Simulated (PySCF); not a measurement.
Compound: C4H5F2 (charge +1).
Atom-mapped SMILES: `[CH3:1][CH+:2][CH:3]=[C:4]([F:5])[F:6]` (hydrogens: H7, H8, H9 on C1; H10 on C2; H11 on C3)

The same species was optimised twice, with GFN2-xTB and with PBE0-D3(BJ)/def2-SVP (PySCF), and the same property calculations (PySCF, gas phase) were run on both structures.

```json
{"coordinate": "C4–F6 (Å)", "GFN2-xTB": "1.288", "PBE0-D3(BJ)/def2-SVP": "1.266", "change": "-0.022"}
{"coordinate": "C1–C2 (Å)", "GFN2-xTB": "1.433", "PBE0-D3(BJ)/def2-SVP": "1.455", "change": "+0.022"}
{"coordinate": "C4–F5 (Å)", "GFN2-xTB": "1.281", "PBE0-D3(BJ)/def2-SVP": "1.261", "change": "-0.020"}
{"coordinate": "C3=C4 (Å)", "GFN2-xTB": "1.373", "PBE0-D3(BJ)/def2-SVP": "1.389", "change": "+0.016"}
{"coordinate": "C2–C3 (Å)", "GFN2-xTB": "1.388", "PBE0-D3(BJ)/def2-SVP": "1.377", "change": "-0.011"}
{"coordinate": "C2–C3–C4 (°)", "GFN2-xTB": "122.3", "PBE0-D3(BJ)/def2-SVP": "120.3", "change": "-2.0"}
{"coordinate": "F5–C4–F6 (°)", "GFN2-xTB": "112.2", "PBE0-D3(BJ)/def2-SVP": "113.6", "change": "+1.4"}
{"coordinate": "C3–C4–F5 (°)", "GFN2-xTB": "123.5", "PBE0-D3(BJ)/def2-SVP": "122.5", "change": "-1.0"}
{"coordinate": "C1–C2–C3 (°)", "GFN2-xTB": "124.0", "PBE0-D3(BJ)/def2-SVP": "124.9", "change": "+0.9"}
{"coordinate": "C3–C4–F6 (°)", "GFN2-xTB": "124.3", "PBE0-D3(BJ)/def2-SVP": "124.0", "change": "-0.3"}
{"coordinate": "C1–C2–C3–C4 (°)", "GFN2-xTB": "-179", "PBE0-D3(BJ)/def2-SVP": "180", "change": "-1"}
```

Rotational constants: A = 9692, B = 1873, C = 1584 MHz (GFN2-xTB) against A = 9810, B = 1886, C = 1597 MHz (PBE0-D3(BJ)/def2-SVP). Point groups within 0.08 Å: Cs and Cs. Atoms that the bonding makes alike are paired by their places after alignment.

On the GFN2-xTB structure: HOMO (eV) -14.73 [PBE0/pcSseg-1]; LUMO (eV) -9.15 [PBE0/pcSseg-1]; GIAO shielding of C1 (ppm) 147.1 [PBE0/pcSseg-1]; GIAO shielding of C2 (ppm) -53.1 [PBE0/pcSseg-1]; GIAO shielding of C3 (ppm) 72.7 [PBE0/pcSseg-1]; GIAO shielding of C4 (ppm) -2.2 [PBE0/pcSseg-1]; GIAO shielding of F5 (ppm) 137.5 [PBE0/pcSseg-1]; GIAO shielding of F6 (ppm) 142.6 [PBE0/pcSseg-1].

Q: What do these properties become on the PBE0-D3(BJ)/def2-SVP structure?

A: 
```
                                    property          level  on GFN2-xTB  on PBE0-D3(BJ)/def2-SVP  change
                                   HOMO (eV)  PBE0/pcSseg-1       -14.73                   -14.67   +0.06
                                   LUMO (eV)  PBE0/pcSseg-1        -9.15                    -9.03   +0.12
energy, GFN2-xTB geometry as zero (kcal/mol)  PBE0/pcSseg-1          0.0                     -0.8    -0.8
                  GIAO shielding of C1 (ppm)  PBE0/pcSseg-1        147.1                    146.5    -0.6
                  GIAO shielding of C2 (ppm)  PBE0/pcSseg-1        -53.1                    -49.8    +3.3
                  GIAO shielding of C3 (ppm)  PBE0/pcSseg-1         72.7                     71.6    -1.1
                  GIAO shielding of C4 (ppm)  PBE0/pcSseg-1         -2.2                      0.2    +2.4
                  GIAO shielding of F5 (ppm)  PBE0/pcSseg-1        137.5                    142.6    +5.1
                  GIAO shielding of F6 (ppm)  PBE0/pcSseg-1        142.6                    150.2    +7.6
```

The heavy atoms differ by 0.023 Å rms after alignment. Among bonds between heavy atoms C1–C2 and C4–F6 change most and about equally (-0.022 to +0.022 Å). Changes are differences of the printed values. Neither structure is proved a minimum here. Geometry: PBE0-D3(BJ)/def2-SVP, one conformer, isolated ion.

Conformer computed: `[CH3:1][CH+:2][CH:3]=[C:4]([F:5])[F:6]`: C1–C2–C3–C4 180°.
